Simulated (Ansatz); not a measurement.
Input file:

```yaml
crystal:
  periodic: [false, false, false]
  atoms:
    - {symbol: Ge, position_ang: [0.083379, 0.325474, 1.221192]}
    - {symbol: Ge, position_ang: [-0.081495, 0.333847, -1.220420]}
    - {symbol: Si, position_ang: [-0.004874, -1.705260, -0.001997]}
basis:
  gaussian: {orbitals: STO-3G}
magnetization: {spin_polarized: false, initial_magnetization: 2}
correlation: {method: fic_mrcisd_q_relaxed, electrons: valence, active_space: {window: {electrons: 10, orbitals: 6}}}
```

```sh
$ ansatz run in.yaml --threads 1 --pin off --events-out ev --progress --plain --max-ram 2393MiB
```

Output:

```
444 factors; integrals over basis functions are off by at most 2.1e-5 eV
mean field evaluation 1: about -119428.5776 eV, gradient 9.0e0 eV
mean field evaluation 2: about -119428.5909 eV, gradient 9.0e0 eV
mean field evaluation 4: about -119429.1608 eV, gradient 7.4e-1 eV
mean field evaluation 8: about -119429.1666 eV, gradient 2.2e-5 eV
mean field evaluation 16: about -119428.9761 eV, gradient 4.7e-2 eV
mean field evaluation 32: about -119429.1468 eV, gradient 1.9e-1 eV
mean field evaluation 64: about -119429.1666 eV, gradient 1.7e-6 eV
mean field evaluation 96: about -119429.1600 eV, gradient 1.6e-1 eV
mean field evaluation 128: about -119429.1573 eV, gradient 3.3e-3 eV
mean field evaluation 160: about -119428.9747 eV, gradient 3.0e0 eV
mean field evaluation 192: about -119428.9754 eV, gradient 2.4e-6 eV
mean field -119429.16661293 eV, -4388.9409210284 hartree, gradient 1.7e-6 eV, S^2 2.000000; 17 other end points of the search recorded, 0 dependent functions left out
reference -119429.16661293 eV, -4388.9409210284 hartree; 40, 38 occupied and 5, 7 virtual orbitals, 444 factors
state -119429.22706916 eV, -4388.9431427540 hartree
contracted CI cycle   1: correlation 0.00000000 eV, 0.0000000000 hartree, residual 1.02e1 eV
contracted CI cycle   2: correlation -3.25504330 eV, -0.1196206349 hartree, residual 2.84e0 eV
contracted CI cycle   3: correlation -3.57264513 eV, -0.1312922869 hartree, residual 1.01e0 eV
contracted CI cycle   4: correlation -3.61156644 eV, -0.1327226185 hartree, residual 3.40e-1 eV
contracted CI cycle   5: correlation -3.61628359 eV, -0.1328959709 hartree, residual 1.51e-1 eV
contracted CI cycle   6: correlation -3.61717777 eV, -0.1329288312 hartree, residual 5.57e-2 eV
contracted CI cycle   7: correlation -3.61728024 eV, -0.1329325969 hartree, residual 2.61e-2 eV
contracted CI cycle   8: correlation -3.61730625 eV, -0.1329335530 hartree, residual 1.16e-2 eV
contracted CI cycle   9: correlation -3.61731084 eV, -0.1329337216 hartree, residual 6.22e-3 eV
contracted CI cycle  10: correlation -3.61731232 eV, -0.1329337757 hartree, residual 3.07e-3 eV
contracted CI cycle  11: correlation -3.61731276 eV, -0.1329337919 hartree, residual 1.72e-3 eV
state -119429.22706916 eV, -4388.9431427540 hartree; corrected -119433.35669701 eV, -4389.0949037784 hartree
WARN: 2 active orbitals are nearly empty or full. The corrections depend on them more than the energy does, and are more stable in an active space without them
Total energy: -119433.35669701 eV, -4389.0949037784 hartree
```

Natural occupations: 2.0000 2.0000 1.9954 1.9954 1.0046 1.0046.

Ran on 1 thread of Arm Neoverse V1, shared host: 19 s wall, 0.22 GiB peak host memory.
